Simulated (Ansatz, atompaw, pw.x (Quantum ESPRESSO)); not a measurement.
**Equation-of-state test of one PAW (atompaw) potential (carbon (C))**

C, PAW, made with atompaw 4.2.0.5 (LDA (PW92), scalar-relativistic). Core [He], reference 2s2 2p2. Waves: 2s (bound): rc 2.90 bohr; 2s channel at 3.7 Ry: rc 2.90 bohr; 2p (bound): rc 2.90 bohr; 2p channel at 0.2 Ry: rc 2.90 bohr; 3d channel at 0.1 Ry: rc 2.10 bohr; 3d channel at 0.9 Ry: rc 2.10 bohr. Local part: bessel scheme, radius 2.05 bohr. Core correction: smooth core density matched at 2.60 bohr. Augmentation charge: besselshape compensation charge, radius 2.20 bohr; PAW radius 2.90 bohr; waves and projectors: custom rrkj gramschmidtortho.

Crystal test: diamond C in pw.x 7.5, no spin, 13³ k-points, Fermi–Dirac smearing 0.01 Ry, cutoffs 40/400 Ry. The reference is all-electron LAPW (Ansatz 0.2.0) with the same functional, mesh and smearing; V0 and B0 come from Birch–Murnaghan fits to the pressures at five volumes. Errors are pseudo minus all-electron; Δ is the rms difference of the E(V) curves that follow from these fits, minima aligned, over ±6 % about the mean V0. Mesh and smearing are coarse, so the numbers serve the comparison and aren't converged zero-temperature values; the lattice is a test structure that the element need not adopt.

All-electron: a0 = 3.532 Å (V0 = 5.51 Å³/atom), B0 = 467.4 GPa.

**Question.** How far does the potential miss the all-electron equation of state?

**Answer.** converged, but broken (pressure over 100 GPa off). The pressure does not cross zero within the volumes sampled, so no fit is given. The largest radius (2.90 bohr) exceeds half the bond length (1.44 bohr), so the spheres overlap, which is one possible source of error among others. A pressure error of this size marks a broken potential; the numbers have no physical meaning.

```tsv
V (Å³/atom)	P all-electron (GPa)	P pseudo (GPa)
5.230	26.63	1074.36
5.367	12.68	968.02
5.505	0.26	846.01
5.643	-10.80	704.16
5.780	-20.64	555.15
```

**Question.** At the middle volume, how do free energy and pressure move when the wave cutoff is lowered (ecutrho held at 400 Ry)?

**Answer.**

```json
{"cutoff (Ry)": "18", "shift of F (meV/atom)": "+421.8", "shift of P (GPa)": "-48.91"}
{"cutoff (Ry)": "24", "shift of F (meV/atom)": "+77.8", "shift of P (GPa)": "-25.31"}
```

The run at the middle volume (84 k-points, 11 iterations) took about 7.7 s on one core of a shared host (Intel(R) Xeon(R) Platinum 8375C CPU @ 2.90GHz, 128 threads, 992 GiB, load 79).
